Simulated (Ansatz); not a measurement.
CH₄Al₂ (`[CH2]1[AlH][AlH]1`), charge 0, multiplicity 1.

**Question.** Give a relaxed structure at PBE0-D4/def2-TZVP (the Gaussian-basis code of Ansatz). (An estimate is asked.)

**Answer.** The calculation gave: 
```xyz
7

C     0.052    0.080    0.786
Al   -0.573   -1.168   -0.588
Al    0.356    1.069   -0.877
H    -0.191    0.315    1.822
H     1.090   -0.356    0.755
H    -1.423   -2.515   -0.620
H     0.689    2.574   -1.278
```
Point group Cs.
